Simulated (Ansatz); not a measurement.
System: chalcopyrite CdSnAs2. Method: rVV10 (PAW; Ansatz, a first-principles code).

Run with plane-wave cutoff 520 eV, 8×8×8 k mesh, Fermi–Dirac smearing 0.01 eV, scalar-relativistic PAW data made under PBE.

Energies at three volumes about the minimum:

```tsv
V (Å³/atom)	E − E_lowest (meV/atom)
29.233	1.86
29.830	0.00
30.427	1.66
```

Question: Fit a parabola by hand: where is the minimum, and what is the bulk modulus?

Answer: Slopes: (0.00 − 1.86)/(29.830 − 29.233) = -3.116 and (1.66 − 0.00)/(30.427 − 29.830) = 2.781 meV/Å³. Curvature E″ = 2 × (2.781 − (-3.116))/(30.427 − 29.233) = 9.878 meV/Å⁶. From the middle of the first interval, the slope vanishes at V0 = 29.5315 − (-3.116)/9.878 = 29.847 Å³/atom. B = V0 E″ = 29.847 × 9.878 meV/Å³ × 0.1602 GPa per meV/Å³ = 47.2 GPa. The full Birch–Murnaghan fit to all volumes gives V0 = 29.836 Å³/atom and B0 = 47.1 GPa.

Shape and atoms are relaxed at each volume.

Note: the relaxation could not lower the start's symmetry, so the cell can be a saddle point above a distorted one; the bulk modulus comes from volumes at which shape and atoms were relaxed.
